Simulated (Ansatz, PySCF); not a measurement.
Species: HCl, charge 1, multiplicity 2. 
Coordinates optimised at B3LYP-D3(BJ)/def2-TZVP (Ansatz, a quantum-chemistry and plane-wave program):
```
Cl
H 1 1.3252
```
Charge +1, spin multiplicity 2.

Total electronic energies in hartree. Valence correlation only, unless marked. Open shells are spin-unrestricted. No spin-orbit coupling. Non-relativistic. FCI takes restricted orbitals. CBS marks a two-point X^-3 extrapolation of the correlation energy; Hartree-Fock from the larger set (for Q and 5 zeta extrapolated as (X+1)exp(-9√X)).

```json
[
 {"level": "HF/def2-SVP", "program": "Ansatz", "energy (Eh)": "-459.51572"},
 {"level": "RI-HF/def2-QZVPP", "program": "Ansatz", "energy (Eh)": "-459.68914"},
 {"level": "BLYP-D4/def2-TZVPD", "program": "Ansatz + dftd4", "energy (Eh)": "-460.35313"},
 {"level": "BLYP/def2-TZVPD", "program": "Ansatz", "energy (Eh)": "-460.35291"},
 {"level": "revPBE-D4/def2-TZVPD", "program": "Ansatz + dftd4", "energy (Eh)": "?"},
 {"level": "TPSS-D4/def2-TZVPD", "program": "PySCF + dftd4", "energy (Eh)": "-460.37448"},
 {"level": "r2SCAN-D3(BJ)/def2-TZVPD", "program": "Ansatz + dftd3", "energy (Eh)": "-460.31989"},
 {"level": "PBE0/STO-3G", "program": "Ansatz", "energy (Eh)": "?"},
 {"level": "PBE0-D3(BJ)/def2-TZVP", "program": "Ansatz + dftd3", "energy (Eh)": "-460.19972"},
 {"level": "PBE0-D3(BJ)/def2-TZVPD", "program": "Ansatz + dftd3", "energy (Eh)": "-460.20024"},
 {"level": "PBE0/def2-TZVPD", "program": "Ansatz", "energy (Eh)": "-460.19998"},
 {"level": "PW6B95/def2-TZVPD", "program": "PySCF", "energy (Eh)": "-460.70450"},
 {"level": "MP2/cc-pwCVTZ", "program": "Ansatz", "energy (Eh)": "-459.84962"},
 {"level": "MP2/cc-pV(5+d)Z", "program": "Ansatz", "energy (Eh)": "-459.87205"},
 {"level": "MP2/CBS(cc-pV(T+d)Z,cc-pV(Q+d)Z)", "program": "Ansatz", "energy (Eh)": "-459.8760"},
 {"level": "MP2/CBS(cc-pV(Q+d)Z,cc-pV(5+d)Z)", "program": "Ansatz", "energy (Eh)": "-459.8788"},
 {"level": "CCSD/CBS(cc-pV(Q+d)Z,cc-pV(5+d)Z)", "program": "Ansatz", "energy (Eh)": "-459.8992"},
 {"level": "CCSD(T)/6-31G", "program": "Ansatz", "energy (Eh)": "-459.64818"},
 {"level": "CCSD(T)/def2-SVPD", "program": "Ansatz", "energy (Eh)": "-459.66687"},
 {"level": "CCSD(T)/cc-pVTZ", "program": "Ansatz", "energy (Eh)": "-459.87530"},
 {"level": "CCSDT/cc-pV(D+d)Z", "program": "Ansatz", "energy (Eh)": "-459.81254"},
 {"level": "FCI/cc-pV(D+d)Z", "program": "Ansatz", "energy (Eh)": "-459.81271"},
 {"level": "CCSD(T)/CBS(cc-pV(Q+d)Z,cc-pV(5+d)Z)", "program": "Ansatz", "energy (Eh)": "-459.9071"}
]
```

### Question
Some entries are withheld; supply them.

### Answer

- revPBE-D4/def2-TZVPD, energy (Eh): -460.27319
- PBE0/STO-3G, energy (Eh): -455.18279
